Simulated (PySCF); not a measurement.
**Gas-phase XPS of `Nc1nccs1`, computed**

Compound: C3H4N2S.
Numbering: `[NH2:1][c:2]1[n:3][cH:4][cH:5][s:6]1`

Geometry (GFN2-xTB, Å), atoms numbered from 1 in this order:
```
atom  x, y, z in Å
N1    -2.0544   -0.0689    0.2383
C2    -0.7083   -0.0374    0.0823
N3    -0.0431    0.9620   -0.3772
C4     1.2955    0.7296   -0.3431
C5     1.6755   -0.4727    0.1432
S6     0.2882   -1.4015    0.6067
H7    -2.4945   -0.9695    0.3193
H8    -2.5666    0.6433   -0.2564
H9     1.9581    1.4972   -0.6989
H10    2.6585   -0.8775    0.2634
```

Computed, not measured: delta-SCF UKS SCAN, pcX-2 on the ionised atom, pcseg-1 elsewhere, spin-free X2C (PySCF). These are vertical core ionisation energies against the vacuum level, from separate self-consistent calculations with and without the core hole.

Q: What binding energy does each computed site have?

A: 
```csv
atom(s),bonded to,level,binding energy (eV),above the level's lowest (eV),count
C5,"S (aromatic in the SMILES), C (aromatic in the SMILES) and H",C 1s,290.41,0.00,1
C4,"N (aromatic in the SMILES), C (aromatic in the SMILES) and H",C 1s,290.91,+0.50,1
C2,"N (aromatic in the SMILES), N and S (aromatic in the SMILES)",C 1s,292.76,+2.35,1
N3,2 C (aromatic in the SMILES),N 1s,404.18,0.00,1
N1,C and 2 H,N 1s,406.02,+1.84,1
S6,2 C (aromatic in the SMILES),S 1s,2477.79,0.00,1
```

Lowest listed C 1s: C5, bonded to S (aromatic in the SMILES), C (aromatic in the SMILES) and H. Highest, 2.35 eV above it: C2, bonded to N (aromatic in the SMILES), N and S (aromatic in the SMILES). The widest gap between neighbouring values is 1.85 eV, between 290.91 and 292.76 eV.

The listed N 1s values span 1.84 eV, from N3 (bonded to 2 C (aromatic in the SMILES)) to N1 (bonded to C and 2 H). Summing the Pauling electronegativity differences to the bonded atoms, each weighted by its formal bond order, gives -1.47 for the lowest site and -2.17 for the highest; the largest sum, -1.47, belongs to N3, 1.84 eV below the top. The smallest sum, -2.17, belongs to N1, 1.84 eV above the lowest.

Q: Express the binding energy of C 1s of C4 in atomic units and per mole.

A: 290.91 eV = 10.6907 Eh = 28069 kJ/mol.

Not every level is listed. Geometry: GFN2-xTB; no solvent, vibrations or thermal averaging.
